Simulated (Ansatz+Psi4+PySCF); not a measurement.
Values are calculated unless marked as measured or tabulated.
Input for Psi4 1.11:

```
molecule {
1 2
C 0.000000 0.867000 0.000000
C 0.750840 -0.433500 0.000000
C -0.750840 -0.433500 0.000000
H 0.000000 1.455760 0.910530
H 0.000000 1.455760 -0.910530
H 1.260730 -0.727880 -0.910530
H 1.260730 -0.727880 0.910530
H -1.260730 -0.727880 0.910530
H -1.260730 -0.727880 -0.910530
}

set basis cc-pVTZ
set reference uhf
set scf_type pk
energy('scf')
```

The input is written out from the run's settings.

Output:

* Converged: yes
* Total energy: -116.74261 hartree
* Spin squared of the determinant: 0.760
* Occupied orbitals by symmetry in an Abelian subgroup (alpha; beta): 6 A1 1 A2 3 B1 2 B2; 6 A1 1 A2 2 B1 2 B2

This is not the lowest solution: another run reaches a determinant 0.04 eV lower.
